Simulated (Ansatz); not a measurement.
Calculated with Ansatz (gas phase, PBE0-D4/def2-TZVP geometries, no zero-point term in ΔE). CCSD(T)/CBS is the MP2 limit (def2-TZVPP, def2-QZVPP) plus CCSD(T) − MP2 in def2-TZVPP, frozen cores. DFT in def2-TZVPP. Each species was taken in one conformer, which may not be the lowest.

Consider the isomerisation: `NC=C=CF` → `CC1(F)C=N1`.

| level | ΔE (kcal/mol) |
| --- | --- |
| PBE-QIDH | -4.1 |
| LC-ωPBE | -6.3 |
| HF/def2-TZVPP | -1.7 |
| HF/CBS(def2) | -1.6 |

**Question.** What does CCSD(T)/CBS give? (Best estimate.)

**Answer.** Computed: -2.5 kcal/mol. The listed levels differ from it by -1.6, -3.8, 0.8, 0.9 kcal/mol.

**Question.** What do rigid-rotor, harmonic-oscillator terms from PBE0-D4/def2-TZVP frequencies (298.15 K, 1 bar) make of the CCSD(T)/CBS value? (Estimate.)

**Answer.** Ansatz gave: ΔZPE = -0.7 kcal/mol, ΔH = -3.6 kcal/mol, ΔS = -14 J/(mol·K), ΔG = -2.5 kcal/mol.

Largest T1 diagnostic among the species: 0.013.

Leaving LDA and LC-ωPBE aside and taking each functional with its dispersion term where it has one, the values, not all of them listed here, spread over 11.1 kcal/mol, from ωB97X-V to BLYP-D4. LDA lies +0.8 kcal/mol from PBE without D4. At CCSD(T), def2-SVP lies −4.4 kcal/mol from the extrapolated value and def2-TZVPP −0.7 kcal/mol.
